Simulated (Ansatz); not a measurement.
CH6FSi, doublet: a relaxation.

The input file, in.yaml:

```yaml
crystal:
  periodic: [false, false, false]
  atoms:
    - {symbol: H, position_ang: [-0.048254, -0.111332, 0.128917]}
    - {symbol: C, position_ang: [-1.334978, 0.180519, 0.982394]}
    - {symbol: F, position_ang: [-1.809113, 1.327660, 0.465074]}
    - {symbol: Si, position_ang: [1.238026, -0.230096, -0.861223]}
    - {symbol: H, position_ang: [-0.953804, 0.303655, 1.993483]}
    - {symbol: H, position_ang: [-1.982094, -0.669502, 0.778785]}
    - {symbol: H, position_ang: [1.837322, -1.586884, -0.740592]}
    - {symbol: H, position_ang: [0.802669, -0.004996, -2.264869]}
    - {symbol: H, position_ang: [2.250327, 0.791177, -0.481869]}
basis:
  gaussian: {orbitals: def2-SVP}
magnetization: {spin_polarized: true, initial_magnetization: 1}
hamiltonian: {xc: lda}
relax: {f_tol: 0.03, max_steps: 60, escape_saddle: true}
```

Run by:

```bash
ansatz run in.yaml --threads 4 --pin off --events-out ev --progress --plain --max-ram 9574MiB
```

Output of Ansatz 0.2.0:

```
Error: invalid value for `relax.escape_saddle`: a Gaussian basis doesn't support `true`; leave it out, and run phonons on the result
```

Hardware: 4 CPU threads of an Arm Neoverse V2, shared host. Wall time about 0.05 s.


The program refused the input.